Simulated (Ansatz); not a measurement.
# [NO3]− (nitrate) at 6 levels

We compute a comparison of 6 runs (B3LYP/6-31G*, B3LYP/aug-cc-pVDZ, HSE06/aug-cc-pVDZ, revPBE/aug-cc-pVDZ, RPA@PBE/aug-cc-pVDZ, CCSD/aug-cc-pVDZ) of [NO3]− (nitrate). 

The results are computed with Ansatz 0.2.0.

### Step 1. The structure to begin with

[NO3]−: 4 atoms, total charge -1, spin state singlet. As SMILES, `O=[N+]([O-])[O-]`. The N2–O4 distance was set to 2.244 Å, away from the relaxed value. At this shape a bond of the SMILES string is far longer than usual.

Bond lengths: O1–N2 1.247 Å, N2–O3 1.247 Å. Angles: O1–N2–O3 120.0°. A long bond or contact: N2–O4 2.244 Å.

### Step 2. A single-point energy at B3LYP/6-31G(d) (spherical functions) (run 1)

Contents of molecule.yaml:

```yaml
crystal:
  periodic: [false, false, false]
  atoms:
    - {symbol: O, position_ang: [0.910107, 0.052555, 1.720694]}
    - {symbol: "N", position_ang: [0.613587, -0.471485, 0.629164]}
    - {symbol: O, position_ang: [1.084027, -1.584845, 0.324044]}
    - {symbol: O, position_ang: [-0.766950, 0.589330, -0.786420]}
basis:
  gaussian:
    orbitals: 6-31G_st_-spherical.json
total_charge: -1
magnetization:
  spin_polarized: false
hamiltonian:
  xc: {name: B3LYP}
accuracy: high
output:
  orbitals: {seedname: orbitals}
```

The basis set 6-31G* is read from a file made from the Basis Set Exchange's data (not shown).

On the command line:

```console
$ ansatz run molecule.yaml --threads 1 --pin off --max-ram 3480MiB --events-out events.jsonl --progress --plain --runs-dir runs
```

The log of the run:

```text
Warning: RAYON_NUM_THREADS=1 ignored (pool sized by the plan → 1); use --threads N
Functional definition: B3LYP
  name "B3LYP"
  parameter a0 = 0.2
  parameter ax = 0.72
  parameter ac = 0.81
  exchange = (1 - a0 - ax)*slater_x + ax*b88_x + a0*exact_x
  correlation = (1 - ac)*vwn_rpa_c + ac*lyp_c
1108 factors; integrals over basis functions are off by at most 2.6e-9 eV
mean field evaluation 1: about -7604.5494 eV, gradient 8.1e1 eV
mean field evaluation 2: about -7322.0104 eV, gradient 2.3e2 eV
mean field evaluation 4: about -7619.4360 eV, gradient 4.8e1 eV
mean field evaluation 8: about -7624.2436 eV, gradient 1.1e0 eV
mean field evaluation 16: about -7624.2466 eV, gradient 1.1e-4 eV
mean field -7624.24655145 eV, -280.1858928657 hartree, gradient 2.7e-8 eV, S^2 0.000000; 0 other end points of the search recorded, 0 dependent functions left out
reference -7624.24657147 eV, -280.1858936016 hartree; 16, 16 occupied and 40, 40 virtual orbitals, 1108 factors
Total energy: -7624.24657147 eV, -280.1858936016 hartree
```

Run time: 1.9 s. Hardware: 1 thread of Arm Neoverse V2, shared host; peak memory 0.13 GiB.

### Step 3. The energy at B3LYP/aug-cc-pVDZ (run 2)

Contents of job.yaml:

```yaml
crystal:
  periodic: [false, false, false]
  atoms:
    - symbol: O
      position_ang: [0.910107, 0.052555, 1.720694]
    - symbol: N
      position_ang: [0.613587, -0.471485, 0.629164]
    - symbol: O
      position_ang: [1.084027, -1.584845, 0.324044]
    - symbol: O
      position_ang: [-0.766950, 0.589330, -0.786420]
basis:
  gaussian:
    orbitals: aug-cc-pVDZ
total_charge: -1
hamiltonian:
  xc: {name: B3LYP}
accuracy: high
output:
  orbitals: {seedname: orbitals}
```

On the command line:

```console
$ ansatz run job.yaml --threads 1 --pin off --max-ram 3480MiB --events-out events.jsonl --progress --plain --runs-dir runs
```

The log of the run:

```text
Warning: RAYON_NUM_THREADS=1 ignored (pool sized by the plan → 1); use --threads N
[... 7 set-up lines as earlier in the session ...]
1802 factors; integrals over basis functions are off by at most 2.6e-9 eV
mean field evaluation 1: about -7610.3502 eV, gradient 7.6e1 eV
mean field evaluation 2: about -7354.7266 eV, gradient 2.3e2 eV
mean field evaluation 4: about -7617.9052 eV, gradient 6.3e1 eV
mean field evaluation 8: about -7626.8690 eV, gradient 1.6e0 eV
mean field evaluation 16: about -7626.8748 eV, gradient 6.0e-4 eV
mean field -7626.87480816 eV, -280.2824795184 hartree, gradient 1.0e-8 eV, S^2 0.000000; 0 other end points of the search recorded, 0 dependent functions left out
reference -7626.87483933 eV, -280.2824806639 hartree; 16, 16 occupied and 76, 76 virtual orbitals, 1802 factors
Total energy: -7626.87483933 eV, -280.2824806639 hartree
```

Run time: 4.2 s. Hardware: 1 thread of Arm Neoverse V2, shared host; peak memory 0.25 GiB.

### Step 4. The energy at HSE06/aug-cc-pVDZ (run 3)

Contents of in.yaml:

```yaml
basis:
  gaussian:
    orbitals: aug-cc-pVDZ
crystal:
  periodic: [false, false, false]
  atoms:
    - symbol: O
      position_ang: [0.910107, 0.052555, 1.720694]
    - symbol: N
      position_ang: [0.613587, -0.471485, 0.629164]
    - symbol: O
      position_ang: [1.084027, -1.584845, 0.324044]
    - symbol: O
      position_ang: [-0.766950, 0.589330, -0.786420]
total_charge: -1
hamiltonian:
  xc: {name: HSE06}
accuracy: high
output: {orbitals: {seedname: orbitals}}
```

On the command line:

```console
$ ansatz run in.yaml --threads 1 --pin off --max-ram 3480MiB --events-out events.jsonl --progress --plain --runs-dir runs
```

The log of the run:

```text
Warning: RAYON_NUM_THREADS=1 ignored (pool sized by the plan → 1); use --threads N
Functional definition: HSE06
  name "HSE06"
  parameter a = 0.25
  parameter omega = 0.11/bohr
  exchange = pbe_x - a*pbe_x_sr(omega) + a*exact_x_sr(omega)
  correlation = pbe_c
1802 factors; integrals over basis functions are off by at most 2.6e-9 eV
108 factors; integrals over basis functions are off by at most 1.5e-9 eV
mean field evaluation 1: about -7602.4962 eV, gradient 7.3e1 eV
mean field evaluation 2: about -7354.6757 eV, gradient 2.2e2 eV
mean field evaluation 4: about -7609.4088 eV, gradient 6.2e1 eV
mean field evaluation 8: about -7618.2453 eV, gradient 1.3e0 eV
mean field evaluation 16: about -7618.2489 eV, gradient 1.4e-4 eV
mean field -7618.24892406 eV, -279.9654841247 hartree, gradient 4.5e-8 eV, S^2 0.000000; 0 other end points of the search recorded, 0 dependent functions left out
reference -7618.24892704 eV, -279.9654842343 hartree; 16, 16 occupied and 76, 76 virtual orbitals, 1802 factors
Total energy: -7618.24892704 eV, -279.9654842343 hartree
```

It took 4.2 s on 1 thread of Arm Neoverse V2, shared host; peak memory 0.26 GiB.

Runs 4 to 5 aren't shown in full; the table further down has their settings and results.

### Step 5. A single-point energy at CCSD/aug-cc-pVDZ (run 6)

Contents of molecule.yaml:

```yaml
crystal:
  periodic: [false, false, false]
  atoms:
    - symbol: O
      position_ang: [0.910107, 0.052555, 1.720694]
    - symbol: "N"
      position_ang: [0.613587, -0.471485, 0.629164]
    - symbol: O
      position_ang: [1.084027, -1.584845, 0.324044]
    - symbol: O
      position_ang: [-0.766950, 0.589330, -0.786420]
basis:
  gaussian:
    orbitals: aug-cc-pVDZ
total_charge: -1
scf:
  omitted_lower_state_checks: [cluster_reference, increment]
accuracy: high
correlation:
  method: ccsd
  frozen_orbitals: {"N": 1, O: 1}
```

On the command line:

```console
$ ansatz run molecule.yaml --threads 1 --pin off --max-ram 3480MiB --events-out events.jsonl --progress --plain --runs-dir runs
```

The log of the run:

```text
Warning: RAYON_NUM_THREADS=1 ignored (pool sized by the plan → 1); use --threads N
Functional definition: HF
  name "HF"
  exchange = exact_x
  correlation = 0
these checks for a lower state are left out or cut short: cluster_reference, increment
1802 factors; integrals over basis functions are off by at most 2.6e-9 eV
mean field evaluation 1: about -7567.2602 eV, gradient 7.7e1 eV
mean field evaluation 2: about -7567.2616 eV, gradient 7.7e1 eV
mean field evaluation 4: about -7580.8626 eV, gradient 3.6e1 eV
mean field evaluation 8: about -7587.3038 eV, gradient 1.8e0 eV
mean field evaluation 16: about -7587.3128 eV, gradient 4.6e-7 eV
mean field evaluation 32: about -7585.2638 eV, gradient 2.7e-3 eV
mean field evaluation 64: about -7584.6108 eV, gradient 1.9e1 eV
mean field evaluation 96: about -7575.8231 eV, gradient 1.7e1 eV
mean field evaluation 128: about -7585.3312 eV, gradient 4.5e-1 eV
mean field -7587.31278626 eV, -278.8286020299 hartree, gradient 1.6e-8 eV, S^2 0.000000; 8 other end points of the search recorded, 0 dependent functions left out; unrestricted orbitals would lower it
4 core orbitals not correlated: weight in the atoms' cores, before any rotation towards them, 1.000 or more for the frozen orbitals, at most 0.000 for the correlated occupied ones
reference -7587.31278626 eV, -278.8286020299 hartree; 12, 12 occupied and 76, 76 virtual orbitals, 1802 factors
second order -20.49713700 eV of doubles, -0.00000000 eV of singles
cycle   1  -19.69035690 eV  change    8.1e-1 eV  update   2.3e-1
cycle   2  -20.65528227 eV  change   -9.6e-1 eV  update   1.1e-1
cycle   3  -21.02595538 eV  change   -3.7e-1 eV  update   9.5e-2
cycle   4  -21.25859788 eV  change   -2.3e-1 eV  update   5.9e-2
cycle   5  -21.24062316 eV  change    1.8e-2 eV  update   3.2e-2
cycle   6  -21.27565589 eV  change   -3.5e-2 eV  update   1.7e-2
cycle   7  -21.29464386 eV  change   -1.9e-2 eV  update   6.3e-3
cycle   8  -21.29523399 eV  change   -5.9e-4 eV  update   3.8e-3
cycle   9  -21.29777726 eV  change   -2.5e-3 eV  update   2.3e-3
cycle  10  -21.30051496 eV  change   -2.7e-3 eV  update   1.4e-3
cycle  11  -21.29841483 eV  change    2.1e-3 eV  update   8.7e-4
cycle  12  -21.29833148 eV  change    8.3e-5 eV  update   4.1e-4
cycle  13  -21.29871718 eV  change   -3.9e-4 eV  update   1.8e-4
cycle  14  -21.29879243 eV  change   -7.5e-5 eV  update   1.0e-4
cycle  15  -21.29886549 eV  change   -7.3e-5 eV  update   5.3e-5
cycle  16  -21.29889848 eV  change   -3.3e-5 eV  update   3.2e-5
cycle  17  -21.29888926 eV  change    9.2e-6 eV  update   2.0e-5
cycle  18  -21.29889383 eV  change   -4.6e-6 eV  update   1.1e-5
cycle  19  -21.29890386 eV  change   -1.0e-5 eV  update   5.7e-6
cycle  20  -21.29891534 eV  change   -1.1e-5 eV  update   2.8e-6
cycle  21  -21.29891771 eV  change   -2.4e-6 eV  update   1.6e-6
cycle  22  -21.29891812 eV  change   -4.1e-7 eV  update   7.4e-7
cycle  23  -21.29891729 eV  change    8.3e-7 eV  update   4.3e-7
cycle  24  -21.29891694 eV  change    3.5e-7 eV  update   2.8e-7
cycle  25  -21.29891683 eV  change    1.1e-7 eV  update   2.0e-7
cycle  26  -21.29891663 eV  change    2.0e-7 eV  update   1.6e-7
cycle  27  -21.29891668 eV  change   -5.5e-8 eV  update   1.1e-7
cycle  28  -21.29891635 eV  change    3.3e-7 eV  update   2.5e-7
cycle  29  -21.29891664 eV  change   -2.9e-7 eV  update   8.5e-8
cycle  30  -21.29891661 eV  change    2.6e-8 eV  update   4.7e-8
cycle  31  -21.29891666 eV  change   -4.6e-8 eV  update   2.6e-8
cycle  32  -21.29891670 eV  change   -4.3e-8 eV  update   1.6e-8
cycle  33  -21.29891671 eV  change   -1.4e-8 eV  update   1.0e-8
cycle  34  -21.29891672 eV  change   -5.7e-9 eV  update   6.4e-9
cycle  35  -21.29891672 eV  change  -8.0e-10 eV  update   4.3e-9
cycle  36  -21.29891672 eV  change    1.6e-9 eV  update   3.3e-9
cycle  37  -21.29891672 eV  change    1.3e-9 eV  update   2.7e-9
cycle  38  -21.29891672 eV  change    1.4e-9 eV  update   2.3e-9
Total energy: -7608.61170298 eV, -279.6113227823 hartree
Checks for a lower state left out: cluster_reference, increment
```

It took 15 s on 1 thread of Arm Neoverse V2, shared host; peak memory 0.48 GiB.

### Step 6. Overview of the runs

```csv
run,level,frozen core orbitals,energy (Eh),HOMO energy (eV),LUMO energy (eV),HOMO–LUMO gap (eV),wall time
1,B3LYP/6-31G* (spherical functions),–,-280.185894,-0.17,2.67,2.84,1.9 s
2,B3LYP/aug-cc-pVDZ,–,-280.282481,-1.66,1.09,2.75,4.2 s
3,HSE06/aug-cc-pVDZ,–,-279.965484,-1.52,1.02,2.53,4.2 s
4,revPBE/aug-cc-pVDZ,–,-280.239402,0.38,0.56,0.19,7.5 s
5,RPA@PBE/aug-cc-pVDZ,4,-279.964544,–,–,–,16 s
6,CCSD/aug-cc-pVDZ,4,-279.611323,–,–,–,15 s
```

### Step 7. What came out

```
                                          quantity          value
                               run 6: total energy  -279.61132 Eh
run 6: correlation energy (4 core orbitals frozen)     -782.7 mEh
                              run 6: T1 diagnostic          0.068
```

Over runs 1, 2, 3, 4 the HOMO–LUMO gap runs from 0.19 eV (revPBE/aug-cc-pVDZ) to 2.84 eV (B3LYP/6-31G*). The two ends differ in method and basis. The empty levels of an anion lie above zero and hang on the basis. Totals of different functionals can't be ranked against each other. In run 4 the HOMO lies above zero, so the outermost electron may be held by the basis alone. In run 6 the T1 diagnostic is large, so a single reference may not serve. In runs 5, 6 the log says that unrestricted orbitals would lower the reference, so the values rest on an unstable closed-shell determinant (other closed-shell runs at this shape may share the fault). All runs together took 49 s, the longest 16 s.
